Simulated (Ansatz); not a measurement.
We consider hcp Os, described by LDA (Ansatz, a quantum-chemistry and plane-wave program, PAW).

Run with plane-wave cutoff 520 eV, 24×24×14 k mesh (along the axes of the cell as run), Fermi–Dirac smearing 0.05 eV, no spin polarisation, scalar-relativistic PAW data made under PBE.

A third-order Birch–Murnaghan fit to the energies gives V0 = 13.699 Å³/atom, B0 = 448 GPa, B′ = 4.7.

| V (Å³/atom) | P (GPa) |
|---|---|
| 13.151 | 20.13 |
| 13.425 | ? |
| 13.699 | -0.01 |
| 13.973 | -8.47 |
| 14.247 | ? |

Question: Estimate the withheld pressures from this fit; the answers are the runs' own values.

Answer: 
- 13.425, P (GPa): 9.49
- 14.247, P (GPa): -16.00

The formula P = (3/2) B0 (x^(7/3) − x^(5/3)) [1 + (3/4)(B′ − 4)(x^(2/3) − 1)] with x = V0/V meets the computed pressures within 0.03 GPa when these rounded values are put in.

Shape and atoms are relaxed at each volume.

Measured, for comparison: bulk modulus 425 GPa (zero-point energy and finite temperature contributions removed; as tabulated in doi:10.1021/acs.jctc.3c00612). Computed (rounded) less measured: bulk modulus +5 %.

Note: the bulk modulus comes from volumes at which shape and atoms were relaxed.

Spin–orbit coupling is not included.

Computed values are for the static lattice.
